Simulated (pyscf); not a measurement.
Routes from [HB–NH₂]•

Candidate steps break at most two bonds and form at most two. Each was searched with GFN2-xTB (tblite) first. PySCF, gas phase, ωB97X-D3(BJ)/def2-SVP geometries. MP2 and CC: frozen core, UHF for open shells. ΔMP2 is the change of the MP2 total energy from the triple- to the quadruple-zeta basis. Energies: CCSD(T)/def2-TZVPP + ΔMP2(QZVPP), eV, from the reactant's lowest minimum found, doublet surface.

| products | type | ΔE‡ | ΔE | ΔG‡ 298 K | ΔG‡ 900 K | ν‡ (cm⁻¹) |
|---|---|---|---|---|---|---|
| HB=NH + H• | bond scission | 1.95 | +1.54 | 1.69 | 1.64 | 1345i |
| [H₂B–NH]• | hydrogen shift | 2.05 | +0.47 | 1.78 | 1.69 | 1995i |

Plain bond fissions and candidates not yet searched are not listed, and one of them may be faster. Each barrier is that of the saddle found; lower ones may exist. The CCSD(T) − MP2 part came from Ansatz, without density fitting, on the same reference.
